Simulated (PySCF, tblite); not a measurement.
# 4-chlorobutanal: dynamics, then NMR shifts on frames, part 2 of 2

tblite 0.8.0 and PySCF 2.14.0. Atoms count from 0. Earlier steps stand in the parts before.

## 5. Shielding tensors: 625 fs, PBE0/pcSseg-1

What the job is given:

```
{"job": {"kind": "nmr", "xc": "PBE0", "basis": "pcSseg-1", "pop": false}, "charge": 0, "multiplicity": 1}
O     -2.270900     0.519000     2.108900
C     -1.891700    -0.629400     2.040500
C     -1.013900    -1.269500     0.881200
C     -0.676100    -0.587900    -0.330100
C      0.223800     0.578600    -0.069700
Cl     1.638600    -0.025100     0.940600
H     -2.212500    -1.331700     2.757300
H     -1.699100    -2.063200     0.669200
H     -0.028400    -1.958300     1.170800
H     -1.509200    -0.145600    -0.714900
H     -0.085600    -1.378100    -1.044000
H      0.571300     0.943400    -1.081800
H     -0.238900     1.315600     0.453600
```

Level: GIAO PBE0/pcSseg-1 NMR shielding, non-relativistic, gas phase.

Output:

```text
coarse grid: 11400 points
cycle   1  E = -691.3663259082  dE =  7.127e-01  |g| = 7.632e-01  |ddm| = 3.118e+00
cycle   2  E = -690.9834610508  dE =  3.829e-01  |g| = 1.595e+00  |ddm| = 2.148e+00
cycle   3  E = -691.4830925439  dE = -4.996e-01  |g| = 1.368e-01  |ddm| = 1.664e+00
cycle   4  E = -691.4868322073  dE = -3.740e-03  |g| = 6.511e-02  |ddm| = 1.731e-01
cycle   5  E = -691.4877676895  dE = -9.355e-04  |g| = 1.224e-02  |ddm| = 5.797e-02
cycle   6  E = -691.4877997605  dE = -3.207e-05  |g| = 3.535e-03  |ddm| = 1.252e-02
cycle   7  E = -691.4878021927  dE = -2.432e-06  |g| = 9.084e-04  |ddm| = 4.487e-03
final grid: 105392 points
cycle   8  E = -691.5333274413  dE = -1.867e-05  |g| = 1.233e-02  |ddm| = 2.283e-02
cycle   9  E = -691.5332470041  dE =  8.044e-05  |g| = 2.400e-02  |ddm| = 2.490e-02
cycle  10  E = -691.5333555049  dE = -1.085e-04  |g| = 1.901e-03  |ddm| = 1.759e-02
cycle  11  E = -691.5333561960  dE = -6.911e-07  |g| = 4.247e-04  |ddm| = 1.751e-03
cycle  12  E = -691.5333562377  dE = -4.178e-08  |g| = 1.053e-04  |ddm| = 4.730e-04
cycle  13  E = -691.5333562404  dE = -2.612e-09  |g| = 2.139e-05  |ddm| = 1.276e-04
cycle  14  E = -691.5333562405  dE = -1.097e-10  |g| = 4.967e-06  |ddm| = 2.322e-05
converged SCF energy = -691.5333562405

GIAO shielding tensors (ppm)
atom      isotropic    diamagn.    paramagn.     s11        s22        s33       span
  0 O     -364.363     402.559    -766.921   -990.610   -477.856    375.378   1365.988
  1 C      -22.227     242.008    -264.235   -120.267    -35.796     89.382    209.649
  2 C      132.675     250.744    -118.069     92.474    130.276    175.275     82.801
  3 C      151.727     248.536     -96.809    137.254    150.298    167.629     30.374
  4 C      125.642     249.228    -123.586     85.817    122.100    169.009     83.192
  5 Cl     856.636    1147.809    -291.173    708.142    818.654   1043.111    334.969
  6 H       22.205      25.881      -3.676     20.342     20.910     25.363      5.020
  7 H       29.953      30.357      -0.404     26.708     28.714     34.436      7.728
  8 H       24.473      26.760      -2.287     19.936     25.557     27.926      7.990
  9 H       30.630      33.233      -2.603     27.043     29.083     35.763      8.720
 10 H       27.227      27.925      -0.698     22.425     25.613     33.642     11.217
 11 H       27.013      29.350      -2.338     21.725     26.139     33.174     11.449
 12 H       28.752      33.120      -4.368     23.831     27.560     34.863     11.032
```

Wall time 13 s (1 thread of Intel Xeon Platinum 8488C, shared host); peak memory 0.72 GiB.

This run: δ C1 209.2, C4 61.3, C2 54.3, C3 35.2, H6 9.51, H8 7.24 ppm.

## 6. Nuclear shieldings: 800 fs, PBE0/pcSseg-1

What the job is given:

```
{"job": {"kind": "nmr", "xc": "PBE0", "basis": "pcSseg-1", "pop": false}, "charge": 0, "multiplicity": 1}
O     -2.014400     0.388700     2.256000
C     -1.754800    -0.750900     2.118400
C     -1.056600    -1.407900     0.870500
C     -0.987800    -0.487200    -0.332700
C     -0.210200     0.784300    -0.065700
Cl     1.464300     0.632500     0.016000
H     -1.832100    -1.549900     2.911300
H     -1.174200    -2.513900     0.556200
H      0.039900    -1.570600     1.220000
H     -2.057700    -0.180600    -0.819700
H     -0.505300    -1.095000    -1.124300
H     -0.673900     1.528700    -0.747000
H     -0.488200     1.155900     0.900400
```

Method: GIAO PBE0/pcSseg-1 NMR shielding, non-relativistic, gas phase.

Output:

```text
coarse grid: 11400 points
cycle   1  E = -691.3939891452  dE =  7.059e-01  |g| = 7.267e-01  |ddm| = 3.106e+00
cycle   2  E = -691.0679123320  dE =  3.261e-01  |g| = 1.495e+00  |ddm| = 1.816e+00
cycle   3  E = -691.4979178017  dE = -4.300e-01  |g| = 1.098e-01  |ddm| = 1.376e+00
cycle   4  E = -691.5002218716  dE = -2.304e-03  |g| = 5.639e-02  |ddm| = 1.428e-01
cycle   5  E = -691.5009544536  dE = -7.326e-04  |g| = 1.101e-02  |ddm| = 5.163e-02
cycle   6  E = -691.5009812639  dE = -2.681e-05  |g| = 3.009e-03  |ddm| = 1.321e-02
cycle   7  E = -691.5009829814  dE = -1.718e-06  |g| = 8.182e-04  |ddm| = 3.550e-03
final grid: 105392 points
cycle   8  E = -691.5470160242  dE = -1.698e-05  |g| = 1.040e-02  |ddm| = 2.013e-02
cycle   9  E = -691.5469636022  dE =  5.242e-05  |g| = 1.968e-02  |ddm| = 1.945e-02
cycle  10  E = -691.5470358938  dE = -7.229e-05  |g| = 1.414e-03  |ddm| = 1.349e-02
cycle  11  E = -691.5470362644  dE = -3.706e-07  |g| = 3.667e-04  |ddm| = 1.373e-03
cycle  12  E = -691.5470362958  dE = -3.135e-08  |g| = 6.696e-05  |ddm| = 3.673e-04
cycle  13  E = -691.5470362968  dE = -1.016e-09  |g| = 1.585e-05  |ddm| = 8.778e-05
cycle  14  E = -691.5470362968  dE = -6.071e-11  |g| = 3.630e-06  |ddm| = 1.883e-05
converged SCF energy = -691.5470362968

GIAO shielding tensors (ppm)
atom      isotropic    diamagn.    paramagn.     s11        s22        s33       span
  0 O     -301.286     402.238    -703.524   -884.448   -395.191    375.781   1260.229
  1 C      -11.068     243.957    -255.025    -96.195    -32.570     95.560    191.755
  2 C      133.177     258.001    -124.824     88.971    128.338    182.221     93.250
  3 C      145.387     248.917    -103.530    127.375    137.608    171.177     43.801
  4 C      152.345     248.030     -95.684    121.886    157.985    177.165     55.279
  5 Cl     933.146    1148.065    -214.918    777.487    947.848   1074.104    296.618
  6 H       21.257      23.633      -2.376     17.584     19.040     27.148      9.564
  7 H       26.671      28.487      -1.816     23.535     25.608     30.871      7.336
  8 H       27.462      31.521      -4.059     23.398     28.667     30.321      6.923
  9 H       26.882      28.241      -1.359     22.681     25.363     32.601      9.920
 10 H       29.592      31.472      -1.881     25.455     28.896     34.424      8.969
 11 H       28.014      29.858      -1.844     21.080     28.034     34.926     13.846
 12 H       27.582      32.132      -4.550     20.532     25.700     36.513     15.981
```

It took 13 s on 1 thread of Intel Xeon Platinum 8488C, shared host; peak memory 0.72 GiB.

Key values: δ C1 198.0, C2 53.7, C3 41.5, C4 34.6, H6 10.46, H7 5.05 ppm.

## 7. Shielding tensors: 1000 fs, PBE0/pcSseg-1

What the job is given:

```
{"job": {"kind": "nmr", "xc": "PBE0", "basis": "pcSseg-1", "pop": false}, "charge": 0, "multiplicity": 1}
O     -2.687800     0.032900     2.406900
C     -1.716600    -0.635300     2.623900
C     -0.858100    -1.456900     1.545700
C     -1.345500    -0.944400     0.078800
C     -0.585900     0.248200    -0.394600
Cl     1.178800    -0.031100    -0.408700
H     -1.441400    -1.142400     3.544900
H     -1.074100    -2.451600     1.719200
H      0.222300    -1.273700     1.822000
H     -2.296800    -0.715400    -0.132000
H     -1.117700    -1.709700    -0.702100
H     -0.789600     0.541600    -1.414000
H     -0.737400     1.029200     0.324700
```

Method: GIAO PBE0/pcSseg-1 NMR shielding, non-relativistic, gas phase.

Output:

```text
coarse grid: 11400 points
cycle   1  E = -691.3856202925  dE =  6.434e-01  |g| = 7.390e-01  |ddm| = 3.098e+00
cycle   2  E = -691.0160699070  dE =  3.696e-01  |g| = 1.568e+00  |ddm| = 1.807e+00
cycle   3  E = -691.4950264356  dE = -4.790e-01  |g| = 1.192e-01  |ddm| = 1.367e+00
cycle   4  E = -691.4978705622  dE = -2.844e-03  |g| = 5.662e-02  |ddm| = 1.554e-01
cycle   5  E = -691.4985658587  dE = -6.953e-04  |g| = 1.219e-02  |ddm| = 5.132e-02
cycle   6  E = -691.4985973057  dE = -3.145e-05  |g| = 3.520e-03  |ddm| = 1.037e-02
cycle   7  E = -691.4985997749  dE = -2.469e-06  |g| = 1.065e-03  |ddm| = 3.742e-03
final grid: 105392 points
cycle   8  E = -691.5450839896  dE = -1.876e-05  |g| = 1.272e-02  |ddm| = 2.253e-02
cycle   9  E = -691.5450085818  dE =  7.541e-05  |g| = 2.358e-02  |ddm| = 2.349e-02
cycle  10  E = -691.5451147429  dE = -1.062e-04  |g| = 2.591e-03  |ddm| = 1.622e-02
cycle  11  E = -691.5451160985  dE = -1.356e-06  |g| = 4.537e-04  |ddm| = 2.121e-03
cycle  12  E = -691.5451161436  dE = -4.516e-08  |g| = 9.791e-05  |ddm| = 5.164e-04
cycle  13  E = -691.5451161458  dE = -2.140e-09  |g| = 2.555e-05  |ddm| = 1.168e-04
cycle  14  E = -691.5451161459  dE = -1.485e-10  |g| = 7.315e-06  |ddm| = 2.467e-05
converged SCF energy = -691.5451161459

GIAO shielding tensors (ppm)
atom      isotropic    diamagn.    paramagn.     s11        s22        s33       span
  0 O     -377.383     400.555    -777.938  -1053.911   -456.328    378.089   1432.000
  1 C      -29.172     242.730    -271.902   -124.488    -63.758    100.730    225.218
  2 C      125.071     251.080    -126.009     72.111    124.214    178.889    106.778
  3 C      160.354     251.733     -91.379    149.271    153.775    178.017     28.747
  4 C      137.164     250.060    -112.896    102.682    142.017    166.791     64.110
  5 Cl     860.096    1149.324    -289.228    677.147    820.545   1082.596    405.449
  6 H       20.543      24.066      -3.523     13.261     19.950     28.418     15.157
  7 H       30.525      31.162      -0.637     26.650     29.731     35.195      8.546
  8 H       27.129      30.636      -3.507     22.531     27.776     31.078      8.547
  9 H       31.131      33.814      -2.683     27.092     28.395     37.907     10.814
 10 H       29.777      31.252      -1.475     25.265     28.190     35.876     10.611
 11 H       27.947      31.334      -3.387     20.906     27.979     34.955     14.050
 12 H       28.596      32.660      -4.064     22.671     28.857     34.261     11.591
```

Run time: 13 s. Hardware: 1 thread of Intel Xeon Platinum 8488C, shared host; peak memory 0.72 GiB.

This run: δ C1 216.1, C2 61.9, C4 49.8, C3 26.6, H6 11.17, H8 4.59 ppm.

## 8. Comparing the runs: NMR shifts

Shifts (ppm) of some atoms, chosen among heavy atoms and hydrogens apart, with basis size and wall time:

```
  frame     C1    C4    C2    H9    H8     O0  Cl5  functions  time
 250 fs  194.6  48.7  44.4  4.56  2.39  605.6   54        144  12 s
 425 fs  205.0  61.0  39.4  1.81  1.16  698.6   84        144  13 s
 625 fs  209.2  61.3  54.3  1.09  7.24  700.4   93        144  13 s
 800 fs  198.0  34.6  53.7  4.84  4.25  637.4   17        144  13 s
1000 fs  216.1  49.8  61.9  0.59  4.59  713.5   90        144  13 s
```

## 9. Outcome

This closing draws on all 2 parts.

| quantity | value |
| --- | --- |
| thermostat | 600 K |
| mean temperature, second half | 701 K |
| mean potential energy above the minimum | 1.14 eV |
| 13C shifts against TMS (PBE0/pcSseg-1, 250 fs) | 194.6, 48.7, 44.4, 29.8 ppm |
| 1H shifts against TMS (PBE0/pcSseg-1, 250 fs) | 11.34, 4.56, 4.11, 3.03, 2.56, 2.54, 2.39 ppm |
| 17O shifts against H2O (PBE0/pcSseg-1, 250 fs) | 605.6 ppm |
| 35Cl shifts against HCl (PBE0/pcSseg-1, 250 fs) | 54 ppm |
| range of the shift of O0 | 605.6 to 713.5 ppm |

What this shows: In the second half the potential energy averages 1.14 eV above the minimum; equipartition over 33 harmonic modes at 600 K would give 0.85 eV. With 13 atoms the temperature swings widely (357 to 1071 K). Shifts at one fixed geometry are not the observed spectrum, which averages over the motion. In the first frame run (250 fs): Shielding is most anisotropic at O0 (span 1225 ppm, paramagnetic term -670 ppm). Across the 5 runs the shift of O0 moves most, between 605.6 (250 fs) and 713.5 ppm (1000 fs).
